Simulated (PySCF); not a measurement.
**Dipole moment and polarisability across levels of theory**

Species: CH6OSi.
InChI=1S/CH6OSi/c1-2-3/h1,3H3

PySCF, dipoles from the SCF density, polarisabilities from static response with core orbitals frozen. Geometry: PBE0-D3(BJ)/def2-SVP; no solvent, vibrations or thermal averaging.

Task: How do dipole and polarisability depend on functional and basis here?

Result: 

```
              level  μ (D)  α (au)  anisotropy (au)
      LDA/def2-SVPD  1.011   48.81             9.87
      PBE/def2-SVPD  0.977   47.72             9.87
    B3LYP/def2-SVPD  1.042   46.01             8.80
     PBE0/def2-SVPD  1.035   45.65             8.84
BHandHLYP/def2-SVPD  1.102   44.02             7.90
CAM-B3LYP/def2-SVPD  1.086   45.40             8.26
  wB97X-D/def2-SVPD  1.066   45.33             8.32
  LC-wPBE/def2-SVPD  1.105   44.44             8.03
       HF/def2-SVPD  1.159   41.94             6.86
        PBE0/6-31G*  1.128   35.03             7.35
       PBE0/6-31+G*  1.182   39.64             5.89
      PBE0/def2-SVP  1.112   38.10             7.41
   PBE0/aug-cc-pVDZ  0.982   46.71             9.22
     PBE0/def2-TZVP  1.021   42.88             7.81
    PBE0/def2-TZVPD  1.002   46.31             8.89
   PBE0/aug-cc-pVTZ  0.991   46.69             8.91
```

The anisotropy is √(½[(α1 − α2)² + (α2 − α3)² + (α3 − α1)²]). The dipole runs from 0.98 D (PBE/def2-SVPD) to 1.18 D (PBE0/6-31+G*). No reference polarisability is at hand; against PBE0 in the largest diffuse basis at hand (aug-cc-pVTZ) the other PBE0 rows deviate by 6-31G* -25%, 6-31+G* -15%, def2-SVP -18%, def2-SVPD -2%, aug-cc-pVDZ 0%, def2-TZVP -8%, def2-TZVPD -1%. In one basis (def2-SVPD) the functionals order the polarisability from HF (lowest) to LDA (highest), a spread of 16%. With PBE0 the polarisability is 38.67 au without diffuse functions (mean of 6-31G*, def2-SVP and def2-TZVP) and 45.00 au with them (mean of 6-31+G*, def2-SVPD, aug-cc-pVDZ, def2-TZVPD and aug-cc-pVTZ).
